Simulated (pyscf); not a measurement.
PySCF, gas phase, ωB97X-D3(BJ)/def2-SVP geometries. Correlated levels are frozen-core, on RHF or UHF. ΔMP2 is the change of the MP2 total energy from the triple- to the quadruple-zeta basis.

**Question.** For the elementary gas-phase step `[OH2]` + `[O]=[B][F]` -> `[O]=[B][OH]` + `[FH]` (singlet surface; H–O, B–F broken, B–O, F–H formed), what barrier and reaction energy does CCSD(T)/def2-TZVPP + ΔMP2(QZVPP) give, measured from the separated reactants?

**Answer.** ΔE‡ = 104.5 kJ/mol, ΔE = +4.5 kJ/mol. Zero-point energy shifts the barrier by +0.9 kJ/mol. It is a four-centre exchange, with an imaginary mode of 1183i cm⁻¹. On the reactant side the descent ends in an adduct with a B–O contact, 36.8 kJ/mol under the separated species and 128.0 kJ/mol under the saddle at ωB97X-D3(BJ)/def2-TZVP. What is counted as formed (B–O) is already present as a longer contact in the reactant adduct; forming that adduct is a step of its own. At ωB97X-D3(BJ) the barrier from the zero used here is 91.2 kJ/mol. This is the saddle that the search found; another between the same sides may lie lower. The CCSD(T) − MP2 part came from Ansatz, without density fitting, on the same reference.
